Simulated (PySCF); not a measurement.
# C4H6F: the cost of one run

The runs use PySCF 2.14.0, with density-fitted response routines of our own; the level of theory stands in each step. All values are computed, except where a source is named. Atoms count from 0, in the outputs and in this text.

## Step 1: Starting geometry

11 atoms, charge 1, multiplicity 1; geometry from: GFN2-xTB. The atoms were then displaced at random by about 0.01 Å, so the start is not that level's minimum.

Bonds of the start (Å): C0–C1 1.34, C1–F2 1.33, C1–C3 1.43, C3–C4 1.39, C0–H5 1.12, C0–H6 1.06, C3–H7 1.09, C4–H8 1.07, C4–H9 1.13, C4–H10 1.09.

## Step 2: Geometry optimisation at PBE0-D3(BJ)/def2-SVP

The job: settings as JSON, then the geometry in Å.

```
{"job": {"xc": "PBE0", "basis": "def2-SVP", "d3": "d3bj", "grid": 1, "shake": 0.01, "kind": "geom"}, "charge": 1, "multiplicity": 1}
C     -1.989660     0.260500    -0.280120
C     -0.686880     0.483110    -0.088420
F     -0.244790     1.726810     0.034230
C      0.318360    -0.535910    -0.010510
C      1.671700    -0.287230     0.182550
H     -2.691720     1.132780    -0.339410
H     -2.412920    -0.705980    -0.393790
H     -0.058940    -1.551300    -0.113820
H      2.315830    -1.108470    -0.067130
H      1.838770    -0.118290     1.284520
H      1.978360     0.678140    -0.223760
```

The run is started by

```console
> OMP_NUM_THREADS=1 python probes_run.py task.json out
```

One launch serves the whole session: the jobs run in the order shown.

Q: Estimate the wall time and peak memory of this first job on 1 thread of Arm Neoverse N1, shared host.

About 68 s, with a peak of 0.41 GiB.
